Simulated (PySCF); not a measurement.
PySCF input for H2P, SMILES [PH2], multiplicity 2, ωB97X-D3(BJ)/def2-TZVPD. The structure is a stationary point at ωB97X-D3(BJ)/def2-TZVPD. The isomer is the one that the SMILES or the coordinates give; other isomers of the formula were not compared.

```python
import numpy as np
from pyscf import gto, scf, dft, df
from pyscf.hessian import thermo

mol = gto.M(
    atom='''
    P     0.00000000    0.00000000    0.11602090
    H     0.00000000   -1.02121610   -0.87015677
    H     0.00000000    1.02121610   -0.87015677
    ''',
    basis='def2-TZVPD',
    charge=0,
    spin=1,
    max_memory=1600,
    verbose=3,
)
mf = dft.UKS(mol, xc='wb97x-d3bj').density_fit(auxbasis='def2-universal-jkfit')
mf.grids.level = 3
mf.conv_tol = 1e-11
mf.max_cycle = 100
mf.kernel()
fine, coarse = mf.grids, dft.Grids(mol).set(level=1).build(with_non0tab=True)
for _ in range(3):  # follow internal instabilities
    mf.grids = coarse
    mo, _, stable, _ = mf.stability(return_status=True, nroots=4)
    mf.grids = fine
    if stable:
        break
    mf.kernel(mf.make_rdm1(mo, mf.mo_occ))

# [left out here: the lines that compute and print the analytic Hessian (its translational invariance restored by hand, since the grid's response is missing), thermochemistry and intensities]
```

Program output:

```

WARN: HOMO -0.215029537961993 >= LUMO -0.215029537961993

converged SCF energy = -342.529648388323  <S^2> = 0.7549066  2S+1 = 2.0049006
<class 'pyscf.df.df_jk.DFUKS'> wavefunction is stable in the internal stability analysis

WARN: DFTD3 does not support analytical Hessian, using finite difference


WARN: Mole.unit (angstrom) is changed to Bohr

Mode                                 0                   1                   2
Irrep
Freq [cm^-1]                     1138.3949           2431.8123           2438.7349
Reduced mass [au]                   1.0404              1.0371              1.0408
Force const [Dyne/A]                0.7944              3.6134              3.6471
Char temp [K]                    1637.8968           3498.8364           3508.7965
Normal mode                   x     y     z       x     y     z       x     y     z
       0   P                -0.00 -0.00 -0.03   -0.00 -0.00  0.03   -0.00  0.03  0.00
       1   H                -0.00 -0.48  0.49   -0.00 -0.51 -0.47    0.00 -0.50 -0.48
       2   H                 0.00  0.48  0.49    0.00  0.51 -0.47    0.00 -0.50  0.48
temperature 298.1500 [K]
pressure 101325.00 [Pa]
Rotational constants [GHz] 274.53743 240.37614 128.16180
Symmetry number 2
Zero-point energy (ZPE) 0.01369 [Eh]   35941.455 [J/mol]
                           tot       elec      trans        rot        vib
Entropy [J/mol/K]       212.426      5.763    152.349     54.089      0.225
Cv [J/mol/K]             26.002      0.000     12.472     12.472      1.059
Cp [J/mol/K]             34.317      0.000     20.786     12.472      1.059
Internal energy [J/mol]                      3718.434   3718.434  35998.161
Internal energy [Eh]   -342.51310  -342.52965
Enthalpy [J/mol]                             6197.391   3718.434  35998.161
Enthalpy [Eh]          -342.51216
Gibbs free energy [J/mol]                  -39225.556 -12408.136  35931.198
Gibbs free energy [Eh] -342.53628
mode   freq/cm-1   IR/(km/mol)
   1     1138.39        19.890
   2     2431.81        52.669
   3     2438.73        66.868
max |gradient| / (hartree/bohr): 7.19403407577516e-07
APT charges: [ 0.1434 -0.0717 -0.0717]
```

The run converged.

Cost: about 40 core-seconds (a rough figure).
